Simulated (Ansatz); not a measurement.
# H4Si + H2S: molecular dynamics, part 2 of 2

The plan is to follow the two partners and see whether they stay together, part or react. The start is relaxed first. Runs: 100 steps of 0.5 fs under a Nosé-Hoover thermostat at 700 K; 100 steps of 1 fs at constant energy, with velocities drawn for 1000 K; 100 steps of 0.5 fs at constant energy (fourth-order Milne integrator), with velocities drawn for 700 K. SMILES of the start: S.[SiH4].

Ansatz 0.2.0; RKS revPBE-D4/STO-3G.

## 10. What the atoms did

The trajectory, every 8 steps (energies from step 0):

| time (fs) | T (K) | potential energy change (meV/atom) | total energy change (meV/atom) | closest contact of the partners (Å) |
| --- | --- | --- | --- | --- |
| 0.0 | 1000 | 0.0 | 0.00 | 3.31 |
| 8.0 | 205 | 78.5 | 1.45 | 3.00 |
| 16.0 | 779 | 22.6 | 1.17 | 3.03 |
| 24.0 | 286 | 70.2 | 1.05 | 2.98 |
| 32.0 | 835 | 16.3 | 0.28 | 2.56 |
| 40.0 | 245 | 74.4 | 1.17 | 2.32 |
| 48.0 | 562 | 43.7 | 1.25 | 2.40 |
| 56.0 | 364 | 62.3 | 0.62 | 2.60 |
| 64.0 | 690 | 30.4 | 0.31 | 2.58 |
| 72.0 | 313 | 67.9 | 1.29 | 2.32 |
| 80.0 | 553 | 44.6 | 1.29 | 2.42 |
| 88.0 | 468 | 52.5 | 0.89 | 2.90 |
| 96.0 | 671 | 32.3 | 0.38 | 2.86 |
| 100.0 | 733 | 26.8 | 0.95 | 2.78 |

time (fs), T (K) and a bar:
```
      0.0       1000 ##############################
      4.0        546 #############
      9.0        191 
     13.0        775 ######################
     17.0        822 ########################
     22.0        290 ####
     26.0        366 #######
     30.0        680 ##################
     35.0        584 ###############
     39.0        397 ########
     43.0        335 ######
     48.0        562 ##############
     52.0        681 ##################
     57.0        347 ######
     61.0        268 ###
     65.0        719 ####################
     70.0        641 #################
     74.0        177 
     78.0        419 #########
     83.0        857 #########################
     87.0        483 ###########
     91.0        270 ###
     96.0        671 ##################
    100.0        733 ####################
```

## 11. Positions and forces

Positions (Å) and forces (eV/Å):

```xyz
8
time_fs=12.0 T=653 dE=0.2728
S    -0.116   -0.526   -2.189   -0.187    0.193   -0.080
H    -0.828    0.649   -2.135   -0.005   -0.183   -0.021
H     1.042    0.191   -2.097    0.189   -0.003    0.003
Si   -0.013   -0.042    1.409    1.682   -0.781   -0.847
H    -0.858   -1.084    0.855   -0.597    0.158    0.403
H     1.274   -0.436    0.795   -0.167    0.058    0.733
H     0.110   -0.050    2.889   -0.294    0.233   -0.695
H    -0.187    1.220    0.714   -0.621    0.325    0.505
8
time_fs=25.0 T=339 dE=0.5180
S    -0.120   -0.530   -2.209   -0.590    0.361    0.099
H    -0.798    0.607   -1.793    0.156   -0.438   -0.216
H     1.035    0.016   -1.754    0.457    0.119    0.079
Si    0.015   -0.041    1.372   -1.036    0.193    2.754
H    -1.097   -0.898    1.015    0.395   -0.538   -0.642
H     1.423   -0.365    1.139   -0.368    0.147   -0.662
H    -0.115   -0.054    2.848    0.390   -0.386   -0.401
H    -0.540    1.286    1.247    0.596    0.543   -1.011
8
time_fs=38.0 T=503 dE=0.3883
S    -0.121   -0.527   -2.225   -0.536    0.129   -0.245
H    -0.810    0.481   -1.573    0.338   -0.278   -0.196
H     1.023   -0.245   -1.547    0.196    0.160    0.174
Si   -0.007   -0.025    1.413    1.087   -0.472   -1.288
H    -0.747   -0.993    0.609   -0.536    0.230    0.464
H     1.298   -0.201    0.777    0.303   -0.284    0.772
H    -0.018   -0.340    2.850   -0.059    0.402   -0.342
H    -0.201    1.333    0.920   -0.792    0.112    0.660
8
time_fs=50.0 T=738 dE=0.2071
S    -0.121   -0.524   -2.247   -0.200    0.263    0.085
H    -0.768    0.374   -1.424    0.033   -0.151   -0.339
H     0.957   -0.469   -1.411    0.183   -0.076   -0.043
Si    0.003   -0.020    1.407    0.484   -0.262    0.928
H    -0.873   -0.918    0.627    0.360    0.144    0.537
H     1.436   -0.243    1.047   -0.884    0.378   -0.193
H     0.019   -0.305    2.882   -0.425    0.141   -1.010
H    -0.490    1.357    1.182    0.448   -0.436    0.035
8
time_fs=62.0 T=414 dE=0.4623
S    -0.121   -0.521   -2.272   -0.044   -0.038   -0.230
H    -0.768    0.332   -1.411    0.204   -0.081    0.009
H     0.912   -0.724   -1.392   -0.148    0.133    0.028
Si    0.017   -0.015    1.417   -0.681   -0.226    2.697
H    -0.967   -0.983    0.885    0.774    0.381   -0.619
H     1.488   -0.074    1.081   -1.300   -0.168    0.025
H    -0.247   -0.314    2.892    0.923    0.203   -1.244
H    -0.520    1.351    1.389    0.272   -0.203   -0.666
8
time_fs=75.0 T=231 dE=0.6056
S    -0.121   -0.520   -2.312    0.497   -0.329    0.121
H    -0.673    0.304   -1.385   -0.235    0.304    0.063
H     0.805   -0.917   -1.361   -0.225    0.061   -0.488
Si   -0.010   -0.005    1.492    2.295   -0.643   -1.349
H    -0.595   -0.945    0.527   -0.738   -0.121    1.033
H     1.357   -0.112    0.868   -0.591    0.252    0.971
H     0.140   -0.393    2.952   -0.647    0.548   -1.247
H    -0.395    1.323    1.000   -0.357   -0.071    0.895
8
time_fs=88.0 T=468 dE=0.4198
S    -0.120   -0.521   -2.357    0.409   -0.555   -0.297
H    -0.599    0.367   -1.450   -0.020    0.204    0.439
H     0.734   -1.109   -1.436   -0.384    0.353   -0.204
Si    0.015   -0.005    1.503   -0.961    0.099    2.672
H    -0.933   -1.062    1.061    0.885    0.402   -0.448
H     1.468   -0.020    1.148   -1.037   -0.068   -0.256
H    -0.078   -0.180    3.006    0.498   -0.057   -1.185
H    -0.688    1.297    1.435    0.610   -0.378   -0.720
8
time_fs=100.0 T=733 dE=0.2144
S    -0.120   -0.523   -2.407    0.348   -0.406    0.239
H    -0.448    0.386   -1.452   -0.193    0.349    0.121
H     0.620   -1.196   -1.452   -0.154    0.059   -0.406
Si    0.003    0.000    1.575    0.494   -0.161    0.438
H    -0.770   -1.170    1.040    0.463    0.855    0.316
H     1.379    0.011    0.941   -1.082   -0.156    0.687
H     0.080   -0.132    3.106   -0.015    0.242   -1.731
H    -0.619    1.296    1.172    0.139   -0.781    0.337
```

Reading of run 2. The temperature starts at 1000 K and averages 506 K in the second half, where it ranges from 177 to 857 K. About half is expected from a start at a minimum: kinetic energy passes into potential energy until both shares match. The total energy strays from its start by at most 1.78 meV/atom, 3.5 % of the mean kinetic energy, fair for a step of 1 fs. The bonds all hold. The partners' closest contact goes from 3.31 to 2.78 Å; so short a run doesn't show whether they stay bound.

## 12. Run 3

100 steps of 0.5 fs at constant energy (fourth-order milne integrator), with velocities drawn for 700 K, from the relaxed start. H is given a mass of 2.014 u.

File input.yaml:

```yaml
crystal:
  periodic: [false, false, false]
  atoms:
    - { symbol: S, position_ang: [-0.110411, -0.514112, -2.173853] }
    - { symbol: H, position_ang: [-0.895942, 0.573721, -2.451418] }
    - { symbol: H, position_ang: [1.018559, 0.221092, -2.42255] }
    - { symbol: Si, position_ang: [-0.00332, -0.05899, 1.400782] }
    - { symbol: H, position_ang: [-1.043926, -1.033043, 1.111377] }
    - { symbol: H, position_ang: [1.287795, -0.552859, 0.948239] }
    - { symbol: H, position_ang: [0.054103, 0.159179, 2.839848] }
    - { symbol: H, position_ang: [-0.306959, 1.204912, 0.747475] }
basis:
  gaussian: { orbitals: STO-3G }
hamiltonian:
  xc: revpbe
  dispersion: d4
md:
  timestep: 0.5
  n_steps: 100
  ensemble: nve_milne
  temperature: 700.0
  initial_velocities: maxwell_boltzmann
  seed: 289916
  masses: [{ species: H, mass: 2.014 }]
scf:
  lower_state_search: "off"
```

Launch:

```sh
ansatz run input.yaml --threads 1 --pin off --max-ram 2048MiB --backend cpu --events-out ev --progress --plain --runs-dir out
```

What it wrote, shortened:

```text
Warning: RAYON_NUM_THREADS=1 ignored (pool sized by the plan → 1); use --threads N
[...]
Functional definition: revPBE
[...]
297 factors; integrals over basis functions are off by at most 1.2e-5 eV
[...]
mean field -18594.43327950 eV, -683.3328192619 hartree, gradient 3.6e-6 eV, S^2 0.000000; 0 other end points of the search recorded, 0 dependent functions left out
[...]
reference -18594.43330400 eV, -683.3328201623 hartree; 18, 18 occupied and 6, 6 virtual orbitals, 297 factors
md step     0: t =     0.00 fs  T =   700.0 K  F+E_penalty+E_count = -18594.73775008 eV  E_kin = 0.542892 eV  conserved = -18594.19485809 eV  (10 SCF iters)
[...]
md step    12: t =     6.00 fs  T =   443.3 K  F+E_penalty+E_count = -18594.53870747 eV  E_kin = 0.343829 eV  conserved = -18594.19487874 eV  (15 SCF iters, 3 dispersion substeps)
[...]
md step    24: t =    12.00 fs  T =   372.7 K  F+E_penalty+E_count = -18594.48393899 eV  E_kin = 0.289049 eV  conserved = -18594.19489048 eV  (15 SCF iters, 3 dispersion substeps)
[...]
md step    36: t =    18.00 fs  T =   612.2 K  F+E_penalty+E_count = -18594.66968142 eV  E_kin = 0.474777 eV  conserved = -18594.19490445 eV  (15 SCF iters, 3 dispersion substeps)
[...]
md step    48: t =    24.00 fs  T =   494.6 K  F+E_penalty+E_count = -18594.57849136 eV  E_kin = 0.383614 eV  conserved = -18594.19487773 eV  (15 SCF iters, 3 dispersion substeps)
md step    49: t =    24.50 fs  T =   511.6 K  F+E_penalty+E_count = -18594.59166692 eV  E_kin = 0.396776 eV  conserved = -18594.19489114 eV  (15 SCF iters, 3 dispersion substeps)
```

## 13. More of the same log: dynamics from the start

The log, continued, shortened:

```text
md step    50: t =    25.00 fs  T =   526.0 K  F+E_penalty+E_count = -18594.60286376 eV  E_kin = 0.407974 eV  conserved = -18594.19488958 eV  (15 SCF iters, 3 dispersion substeps)
[...]
md step    62: t =    31.00 fs  T =   372.9 K  F+E_penalty+E_count = -18594.48406570 eV  E_kin = 0.289176 eV  conserved = -18594.19488937 eV  (15 SCF iters, 3 dispersion substeps)
[...]
md step    74: t =    37.00 fs  T =   458.2 K  F+E_penalty+E_count = -18594.55025094 eV  E_kin = 0.355368 eV  conserved = -18594.19488332 eV  (15 SCF iters, 3 dispersion substeps)
[...]
md step    86: t =    43.00 fs  T =   487.6 K  F+E_penalty+E_count = -18594.57308329 eV  E_kin = 0.378198 eV  conserved = -18594.19488496 eV  (15 SCF iters, 3 dispersion substeps)
[...]
Total energy: -18594.52830474 eV, -683.3363113753 hartree
Atom 0 at    -0.044027    -0.394633    -2.140477 Å, force    -0.381153    -0.787639     0.710491 eV/Å
Atom 1 at    -1.091445    -0.781143    -2.935113 Å, force     0.039043     0.032064    -0.026614 eV/Å
Atom 2 at     0.386568     0.455873    -3.076360 Å, force     0.323839     0.700942    -0.806009 eV/Å
Atom 3 at    -0.002718    -0.095575     1.442684 Å, force    -1.675674    -1.571789    -2.530881 eV/Å
Atom 4 at    -1.413470    -0.586370     1.367392 Å, force     0.853668     0.263758     0.084113 eV/Å
Atom 5 at     0.863297    -1.227517     1.085052 Å, force    -0.036404     0.410497     0.122296 eV/Å
Atom 6 at     0.212167     0.327023     2.727015 Å, force     0.600644     0.819293     2.360051 eV/Å
Atom 7 at     0.091379     0.993372     0.489367 Å, force     0.276036     0.132874     0.086553 eV/Å
Dipole moment:    -0.015458     0.073811    -0.199975 e Å
Checks for a lower state left out: stability, starts, cluster_reference, orbital_swaps, neighbouring_geometries, increment
```

It took 47 s on 1 thread of Intel Xeon 6975P-C (Granite Rapids), shared host; peak memory 0.085 GiB.

## 14. What the atoms did

One step in 8; energies are changes from step 0:

| time (fs) | T (K) | potential energy change (meV/atom) | total energy change (meV/atom) | closest contact of the partners (Å) |
| --- | --- | --- | --- | --- |
| 0.0 | 700 | 0.0 | 0.00 | 3.31 |
| 4.0 | 405 | 28.6 | 0.00 | 3.34 |
| 8.0 | 547 | 14.8 | 0.00 | 3.29 |
| 12.0 | 373 | 31.7 | 0.00 | 3.25 |
| 16.0 | 555 | 14.0 | 0.00 | 3.21 |
| 20.0 | 485 | 20.8 | 0.00 | 3.19 |
| 24.0 | 495 | 19.9 | 0.00 | 3.17 |
| 28.0 | 506 | 18.8 | 0.00 | 3.15 |
| 32.0 | 389 | 30.1 | 0.00 | 3.13 |
| 36.0 | 491 | 20.3 | -0.01 | 3.11 |
| 40.0 | 412 | 27.9 | 0.00 | 3.07 |
| 44.0 | 517 | 17.8 | 0.00 | 3.02 |
| 48.0 | 455 | 23.8 | -0.01 | 2.99 |
| 50.0 | 430 | 26.2 | 0.00 | 2.98 |

time (fs), T (K) and a bar:
```
      0.0        700 ##############################
      2.0        568 ###################
      4.5        395 #####
      6.5        473 ###########
      8.5        556 ##################
     11.0        448 #########
     13.0        333 
     15.0        451 ##########
     17.5        623 ########################
     19.5        519 ###############
     21.5        434 ########
     24.0        495 #############
     26.0        543 #################
     28.5        482 ############
     30.5        382 ####
     32.5        412 ######
     35.0        506 ##############
     37.0        458 ##########
     39.0        411 ######
     41.5        441 #########
     43.5        503 ##############
     45.5        532 ################
     48.0        455 ##########
     50.0        430 ########
```

## 15. Positions and forces

Positions (Å) and forces (eV/Å):

```xyz
8
time_fs=6.0 T=443 dE=0.1990
S    -0.098   -0.505   -2.162   -0.456   -0.406    0.167
H    -0.953    0.473   -2.569   -0.375    0.054   -0.008
H     0.913    0.295   -2.538    0.829    0.340   -0.167
Si    0.005   -0.062    1.399   -0.026    0.785    1.985
H    -1.074   -0.957    1.155   -0.657   -0.606   -0.110
H     1.221   -0.709    0.931    0.147    0.240    0.086
H     0.024    0.197    2.942    0.180   -0.283   -2.137
H    -0.326    1.175    0.685    0.359   -0.123    0.185
8
time_fs=12.5 T=346 dE=0.2746
S    -0.088   -0.496   -2.150    0.536    1.657   -1.064
H    -1.059    0.357   -2.686    0.392   -0.598    0.378
H     0.902    0.396   -2.668   -0.931   -1.085    0.642
Si    0.010   -0.060    1.416   -1.489   -1.909   -2.855
H    -1.181   -0.950    1.192    0.844    0.578    0.208
H     1.168   -0.828    0.934   -0.071    0.493    0.260
H     0.028    0.205    2.761    0.374    0.583    2.430
H    -0.283    1.131    0.647    0.344    0.281    0.001
8
time_fs=19.0 T=555 dE=0.1128
S    -0.075   -0.473   -2.147   -0.848   -1.369    0.904
H    -1.119    0.151   -2.747   -0.264    0.206   -0.181
H     0.781    0.352   -2.715    1.104    1.125   -0.766
Si   -0.002   -0.078    1.407   -0.122    0.766    1.133
H    -1.178   -0.872    1.258   -0.639   -0.427   -0.089
H     1.120   -0.865    0.977    0.490   -0.090   -0.067
H     0.100    0.289    2.860    0.102   -0.240   -0.996
H    -0.172    1.130    0.613    0.177    0.030    0.062
8
time_fs=25.0 T=526 dE=0.1349
S    -0.068   -0.460   -2.139    0.266    0.439   -0.506
H    -1.192   -0.026   -2.817    0.406    0.007    0.088
H     0.773    0.420   -2.834   -0.687   -0.496    0.368
Si   -0.016   -0.089    1.406    0.801    0.949    1.634
H    -1.247   -0.845    1.310   -0.164   -0.068   -0.123
H     1.137   -0.899    1.015   -0.215    0.035    0.029
H     0.186    0.344    2.873   -0.275   -0.558   -1.662
H    -0.040    1.135    0.594   -0.132   -0.308    0.172
8
time_fs=31.0 T=373 dE=0.2537
S    -0.060   -0.445   -2.134    0.023    0.446   -0.680
H    -1.206   -0.195   -2.877    0.481   -0.019    0.205
H     0.691    0.440   -2.915   -0.524   -0.481    0.403
Si   -0.023   -0.091    1.419   -0.411   -1.338   -2.414
H    -1.336   -0.827    1.341    1.034    0.645   -0.042
H     1.126   -0.932    1.055   -0.471   -0.042   -0.018
H     0.240    0.332    2.689    0.229    0.727    2.721
H     0.071    1.099    0.597   -0.361    0.062   -0.176
8
time_fs=37.5 T=442 dE=0.2002
S    -0.052   -0.426   -2.134   -0.320   -0.878    0.892
H    -1.157   -0.384   -2.916   -0.480   -0.093   -0.189
H     0.539    0.419   -2.970    0.776    0.913   -0.784
Si   -0.030   -0.103    1.415    1.801    1.623    1.727
H    -1.298   -0.720    1.364   -1.056   -0.457   -0.127
H     1.046   -0.989    1.089    0.228   -0.611   -0.258
H     0.306    0.394    2.810   -0.605   -0.551   -1.099
H     0.125    1.065    0.571   -0.344    0.055   -0.163
8
time_fs=44.0 T=517 dE=0.1422
S    -0.047   -0.413   -2.130   -0.097    0.939   -1.839
H    -1.156   -0.588   -2.964    0.530   -0.020    0.551
H     0.484    0.497   -3.099   -0.454   -0.978    1.179
Si   -0.018   -0.100    1.426    0.270    0.022    0.732
H    -1.385   -0.660    1.366    0.508    0.212    0.010
H     0.979   -1.136    1.083   -0.415    0.359    0.075
H     0.278    0.383    2.815   -0.284   -0.363   -0.866
H     0.113    1.039    0.517   -0.059   -0.172    0.160
8
time_fs=50.0 T=430 dE=0.2095
S    -0.044   -0.395   -2.140   -0.381   -0.788    0.711
H    -1.091   -0.781   -2.935    0.039    0.032   -0.027
H     0.387    0.456   -3.076    0.324    0.701   -0.806
Si   -0.003   -0.096    1.443   -1.676   -1.572   -2.531
H    -1.413   -0.586    1.367    0.854    0.264    0.084
H     0.863   -1.228    1.085   -0.036    0.410    0.122
H     0.212    0.327    2.727    0.601    0.819    2.360
H     0.091    0.993    0.489    0.276    0.133    0.087
```

Reading of run 3. The temperature starts at 700 K and averages 466 K in the second half, where it ranges from 373 to 543 K. The total energy strays from its start by at most 0.01 meV/atom, under 0.1 % of the mean kinetic energy, which is good for a step of 0.5 fs. No bond forms or breaks. The partners' closest contact goes from 3.31 to 2.98 Å; so short a run doesn't show whether they stay bound.

## 16. Summary of results

What follows sums up all 2 parts.

| quantity | value |
| --- | --- |
| relaxation of the start | 19 moves, 0.095 eV lower |
| run 1: length | 100 steps of 0.5 fs |
| run 1: temperature, first and last step | 700 and 738 K |
| run 1: temperature, second half | mean 712 K, from 360 to 1207 K |
| run 1: potential energy, second half | +47 meV/atom from this run's first step |
| run 1: largest change of the conserved energy | 0.96 meV/atom |
| run 1: bonds formed or broken | 0 |
| run 2: length | 100 steps of 1 fs |
| run 2: temperature, first and last step | 1000 and 733 K |
| run 2: temperature, second half | mean 506 K, from 177 to 857 K |
| run 2: potential energy, second half | +49 meV/atom from this run's first step |
| run 2: largest change of the total energy | 1.78 meV/atom |
| run 2: bonds formed or broken | 0 |
| run 3: length | 100 steps of 0.5 fs |
| run 3: temperature, first and last step | 700 and 430 K |
| run 3: temperature, second half | mean 466 K, from 373 to 543 K |
| run 3: potential energy, second half | +23 meV/atom from this run's first step |
| run 3: largest change of the total energy | 0.01 meV/atom |
| run 3: bonds formed or broken | 0 |

In words: Mean temperatures of the second halves: 712 K, 506 K, 466 K. No bond formed or broke in any run. In the last run: the partners' closest contact goes from 3.31 to 2.98 Å; so short a run doesn't show whether they stay bound. Averages from a run of 50 fs with 8 atoms are rough. The nuclei move classically, without zero-point motion, which matters most for hydrogen. The basis is very small, so the numbers are rough.
